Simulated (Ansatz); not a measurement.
**Reading a saddle point**

A first-order saddle point of AlH₂F, closed shell, PBE0-D4/def2-TZVP, with one imaginary mode of 1254i cm⁻¹:

| atom | x (Å) | y (Å) | z (Å) |
| --- | --- | --- | --- |
| Al1 | -0.3796 | -0.5067 | 0.3166 |
| F2 | 0.7049 | 0.6517 | -0.7766 |
| H3 | 0.5166 | -0.4459 | -1.1717 |
| H4 | -0.8419 | 0.3009 | 1.6316 |

Ansatz 0.2.0; basis: def2-TZVPP and def2-QZVPP; cores frozen in the correlated methods. Extrapolation: Hartree–Fock as exp(−7.88 √X), correlation as X^−2.97.

Question: Which contacts change along the imaginary mode, and what lies on either side? (A judgement: the text doesn't fix the answer.)

Answer: Computed: The step is AlH₂F ([F][AlH2]) → AlH + HF, with the molecules in contact on both sides. Shortening one way: F2–H3; lengthening the same way: Al1–F2, Al1–H3.
```
  pair  one side (Å)  saddle (Å)  other side (Å)
 F2–H3          2.75        1.18            0.93
Al1–F2          1.65        1.93            2.48
Al1–H3          1.58        1.74            2.75
```

Question: Which side is lower, and how far does the saddle lie above each? (To be estimated.)

Answer: The calculation gives: The side with Al1–F2, Al1–H3 short is lower by 69.53 kcal/mol; the saddle lies 83.36 kcal/mol above it and 13.83 kcal/mol above the other (CCSD(T) at an estimated basis limit (MP2 extrapolated from triple and quadruple zeta, plus CCSD(T) − MP2 in triple zeta); electronic energies).

No T1 diagnostic of these runs exceeds 0.019. The restricted Hartree–Fock reference is unstable towards an unrestricted one at one or more of these structures.

Labels in which every atom is bracketed show which atoms are joined, not bond orders.

For scale, one of the runs: CCSD(T)/def2-TZVPP, 101 basis functions, launched by `ansatz run in.yaml --threads 2 --pin off --events-out ev --progress --plain --max-ram 4352MiB`. Hardware: 2 CPU threads of an Arm Neoverse V2, shared host. Wall time about 1.4 s.
